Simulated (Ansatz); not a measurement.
# What each rung costs, and what it gives

Saddle point of CH₇OSi, doublet (CH₆OSi ([CH3][O][SiH3]) + H → CH₅OSi ([CH2][O][SiH3]) + H₂; bonds formed: H1–H5; bonds broken: H1–C2), PBE0-D4/def2-TZVP structure:

```
10
angstrom
H -0.2762 0.7527 -1.4877
C 0.2138 -0.4204 -1.1302
O -0.3708 -0.8259 0.0428
Si -0.0942 -0.1036 1.5053
H -0.6553 1.6213 -1.7053
H -0.0625 -1.0735 -1.9570
H 1.2904 -0.2335 -1.0653
H -0.6890 1.2575 1.5440
H 1.3719 0.0052 1.7384
H -0.7281 -0.9797 2.5150
```

Barriers are electronic and count from the start structure reached by relaxing down the imaginary mode. Spin–orbit coupling is left out.

Computed with Ansatz 0.2.0 (basis: as named in each row); correlated methods freeze the cores; orbitals are unrestricted. B3LYP uses VWN-RPA correlation. Extrapolation: Hartree–Fock as exp(−7.88 √X), correlation as X^−2.97.

Times are rough, for one single point on 4 threads of a shared host (Arm Neoverse V1).

The estimate by CCSD(T) at an estimated basis limit (MP2 extrapolated from triple and quadruple zeta, plus CCSD(T) − MP2 in triple zeta) is 0.454 eV.

```csv
method,basis,time (s),barrier (eV),method less estimate
HF,STO-3G,under 1,0.784,0.329
PBE-D4,STO-3G,under 1,-0.422,-0.876
SPW92,def2-SVP,under 1,-0.111,-0.565
B3LYP-D4,6-31G,under 1,0.150,-0.304
PBE-D4,def2-SVP,under 1,0.097,-0.357
SPW92,def2-TZVPP,1,-0.072,-0.526
PBE0-D4,def2-SVP,1,0.260,-0.194
BLYP-D4,def2-TZVPP,2,0.055,-0.399
PBE-D4,def2-TZVPP,2,0.132,-0.323
PBE0-D4,def2-TZVPP,2,0.280,-0.174
B3LYP-D4,def2-TZVPP,2,0.177,-0.278
BHLYP-D4,def2-TZVPP,2,0.350,-0.104
CAM-B3LYP-D4,def2-TZVPP,3,0.268,-0.186
PBE-QIDH,def2-TZVPP,3,0.473,0.018
RPA on PBE,def2-TZVPP,4,0.450,-0.005
CCSD(T),def2-SVP,4,0.519,0.065
r2SCAN-D4,def2-TZVPP,4,0.122,-0.333
B2PLYP,def2-TZVPP,4,0.348,-0.106
wB97M-V,def2-SVP,4,0.359,-0.096
r2SCAN0-D4,def2-TZVPP,4,0.227,-0.228
wB97X-V,def2-TZVPP,6,0.406,-0.048
wB97M-V,def2-TZVPP,8,0.401,-0.053
B97M-V,def2-TZVPP,8,0.238,-0.216
MP2,def2-QZVPP,13,0.651,0.197
CCSD(T),def2-TZVPP,120,0.467,0.013
```

All methods are single points on the PBE0-D4 structures; a negative value means that the method puts the saddle structure below the start.

The T1 diagnostic stays at or below 0.016. ⟨S²⟩ of the unrestricted Hartree–Fock references: 0.75 to 0.79 (a pure state has 0.75).

Radical steps of this kind take place in plasma deposition and etching.

Labels in which every atom is bracketed show which atoms are joined, not bond orders.
